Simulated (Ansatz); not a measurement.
## Structure relaxation of Cl

Computed with Ansatz, DFT r2SCAN, scalar-relativistic, plane waves, PAW. Cutoff 500 eV, Γ-centred k mesh, Gaussian smearing, no spin polarisation in the final step.

The start puts Cl on the dhcp structure type (P6_3/mmc, No. 194), at a guessed volume.

```yaml
crystal:
  lattice:
    - [3.51924, 0.00000, 0.00000]
    - [-1.75962, 3.04776, 0.00000]
    - [0.00000, 0.00000, 11.35026]
  atoms:
    - { symbol: Cl, position: [0.00000, 0.00000, 0.00000] }
    - { symbol: Cl, position: [0.00000, 0.00000, 0.50000] }
    - { symbol: Cl, position: [0.33333, 0.66667, 0.75000] }
    - { symbol: Cl, position: [0.66667, 0.33333, 0.25000] }
```

Cell and atoms relax at zero pressure; the relaxation can't lower the symmetry of the start. After a coarse first stage the cell is made exact in the group found at 0.06 Å.

Energies count from the standard state of Cl at the same level (the diatomic molecule).

**Question.** Describe the relaxed structure.

**Answer.** It keeps P6_3/mmc (No. 194), but not the shape of the type it started on. Conventional cell: a = 3.657 Å, c = 7.681 Å. Cl on Wyckoff site a (2 atoms of the primitive cell) has 6 Cl at 2.85 Å; Cl on Wyckoff site d (2 atoms of the primitive cell) has 6 Cl at 2.85 Å.

```
Cl
1.0
     3.65675    0.00000    0.00000
    -1.82837    3.16684    0.00000
     0.00000    0.00000    7.68124
Cl
4
Direct
  0.00000 0.00000 0.00000
  0.00000 0.00000 0.50000
  0.33333 0.66667 0.75000
  0.66667 0.33333 0.25000
```

**Question.** What are its volume, energy, density and gap?

**Answer.** The volume per atom is 22.24 Å³, the density is 2.65 g/cm³ and the energy over the standard structure is 0.67 eV/atom. The gap on the 15×15×6 mesh is 0 eV (a metal).

The final run used a 15×15×6 mesh on its 4-atom cell and 0.10 eV smearing. For metals, differences of a few meV/atom aren't resolved. A structure relaxed within its symmetry needn't be a true minimum.